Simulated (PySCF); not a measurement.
Compound: C₃H₇O (charge -1).
Numbering: `[CH3:1][CH:2]([CH3:3])[O-:4]` (hydrogens: H5, H6, H7 on C1; H8 on C2; H9, H10, H11 on C3)

The same species was optimised twice, with GFN2-xTB and with PBE0-D3(BJ)/def2-SVP (PySCF), and the same property calculations (PySCF, gas phase) were run on both structures.

| coordinate | GFN2-xTB | PBE0-D3(BJ)/def2-SVP | change |
| --- | --- | --- | --- |
| C2–C3 (Å) | 1.582 | 1.564 | -0.018 |
| C1–C2 (Å) | 1.582 | 1.564 | -0.018 |
| C1–H5 (Å) | 1.090 | 1.107 | +0.017 |
| C1–H6 (Å) | 1.093 | 1.110 | +0.017 |
| C3–H10 (Å) | 1.094 | 1.110 | +0.016 |
| C3–H9 (Å) | 1.090 | 1.107 | +0.017 |
| C1–H7 (Å) | 1.089 | 1.104 | +0.015 |
| C3–H11 (Å) | 1.089 | 1.103 | +0.014 |
| C2–H8 (Å) | 1.164 | 1.168 | +0.004 |
| C2–O4 (Å) | 1.299 | 1.303 | +0.004 |
| C2–C3–H10 (°) | 111.7 | 115.1 | +3.4 |
| C2–C1–H6 (°) | 111.7 | 114.9 | +3.2 |
| O4–C2–H8 (°) | 113.8 | 116.5 | +2.7 |
| C1–C2–C3 (°) | 105.4 | 107.4 | +2.0 |
| C3–C2–O4 (°) | 114.8 | 113.4 | -1.4 |
| H9–C3–H11 (°) | 108.3 | 107.0 | -1.3 |
| H5–C1–H7 (°) | 108.2 | 107.0 | -1.2 |
| C1–C2–O4 (°) | 114.7 | 113.5 | -1.2 |

Rotational constants: A = 8904, B = 8283, C = 4882 MHz (GFN2-xTB) against A = 9152, B = 8208, C = 4937 MHz (PBE0-D3(BJ)/def2-SVP). Point groups within 0.08 Å: Cs and Cs. Atoms that the bonding makes alike are paired by their places after alignment.

On the GFN2-xTB structure: HOMO (eV) 0.73 [PBE0/pcSseg-1]; LUMO (eV) 6.27 [PBE0/pcSseg-1]; GIAO shielding of C1/C3 (mean) (ppm) 149.5 [PBE0/pcSseg-1]; GIAO shielding of C2 (ppm) 103.8 [PBE0/pcSseg-1]; GIAO shielding of O4 (ppm) 171.5 [PBE0/pcSseg-1].

Task: What do these properties become on the PBE0-D3(BJ)/def2-SVP structure?

Result: 
```json
{"property": "HOMO (eV)", "level": "PBE0/pcSseg-1", "on GFN2-xTB": "0.73", "on PBE0-D3(BJ)/def2-SVP": "0.65", "change": "-0.08"}
{"property": "LUMO (eV)", "level": "PBE0/pcSseg-1", "on GFN2-xTB": "6.27", "on PBE0-D3(BJ)/def2-SVP": "6.24", "change": "-0.03"}
{"property": "energy, GFN2-xTB geometry as zero (kcal/mol)", "level": "PBE0/pcSseg-1", "on GFN2-xTB": "0.0", "on PBE0-D3(BJ)/def2-SVP": "-0.8", "change": "-0.8"}
{"property": "GIAO shielding of C1/C3 (mean) (ppm)", "level": "PBE0/pcSseg-1", "on GFN2-xTB": "149.5", "on PBE0-D3(BJ)/def2-SVP": "146.8", "change": "-2.7"}
{"property": "GIAO shielding of C2 (ppm)", "level": "PBE0/pcSseg-1", "on GFN2-xTB": "103.8", "on PBE0-D3(BJ)/def2-SVP": "107.0", "change": "+3.2"}
{"property": "GIAO shielding of O4 (ppm)", "level": "PBE0/pcSseg-1", "on GFN2-xTB": "171.5", "on PBE0-D3(BJ)/def2-SVP": "172.5", "change": "+1.0"}
```

The heavy atoms differ by 0.019 Å rms after alignment (one structure mirrored). Among all bonds C1–C2, C1–H5, C1–H6, C2–C3 and C3–H9 change most and about equally (-0.018 to +0.017 Å). Changes are differences of the printed values. Neither structure is proved a minimum here. Geometry: PBE0-D3(BJ)/def2-SVP; no solvent, vibrations or thermal averaging. The geometry's basis has no diffuse functions, a weakness for an anion.
